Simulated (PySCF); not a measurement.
Ionising NaP

ROHF-MP2; basis Na aug-cc-pVDZ, P aug-cc-pV(D+d)Z; no relativity; PySCF 2.14. Neutral (ROHF): triplet (π ↑↑), Re = 2.699 Å, ωe = 268 cm⁻¹, De = 0.89 eV.

NaP⁺ (UHF): quartet (σ ↑, π ↑↑), Re = 3.199 Å, ωe = 110 cm⁻¹, De = 0.21 eV to Na⁺ + P. The energies at the minima are -502.66512 hartree for NaP and -502.45776 for NaP⁺.

Task: Work out the adiabatic ionisation energy, without and with harmonic zero-point energies (1 hartree = 27.2114 eV, 1 eV = 8065.5 cm⁻¹), and the change of the bond length.

Result: At MP2: 0.20736 hartree = 5.643 eV between the minima; the zero-point term (110.0 − 268.0)/2 cm⁻¹ = -0.010 eV makes it 5.633 eV. Re changes by +50.0 pm against the neutral. The electron leaves a σ orbital, and the ion is left as a loose complex of an ion and an atom.

Correlated steps freeze 6 core orbitals. UHF and ROHF references stand side by side, which adds small steps between rows. Weak bonds: NaP⁺. Basis-set superposition, not corrected here, can be much of De in a small basis, most of all at correlated wavefunction levels. For an ion De counts to the pair picked by the measured ionisation energies or electron affinities, which need not be the lowest pair at this level. States were picked by a PBE0 search and need not be the measured ground states.

Neutral and ion stand on different kinds of reference determinant, which adds to the error of the difference.
